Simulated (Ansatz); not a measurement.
## Smallest direct gap on the k points sampled of 3C-SiC at several levels of theory

No measured value is used here.

Problem. Put these levels in order of the smallest direct gap on the k points sampled that they give for 3C-SiC, smallest first: BLYP (Ansatz, a quantum-chemistry and plane-wave program), Hartree–Fock (Ansatz), r²SCANh (Ansatz).

Solution. BLYP (4.82 eV), r²SCANh (5.73 eV), Hartree–Fock (12.94 eV)

At these levels the smallest gap is indirect and lower: BLYP 1.70, Hartree–Fock 8.66, r²SCANh 2.29 eV. Computed values are for a static lattice.  Values are at the measured cell. Cutoffs and k meshes differ between the levels. Ansatz's density-functional and Hartree–Fock values are scalar-relativistic unless marked +SOC, with PAW data made under PBE.
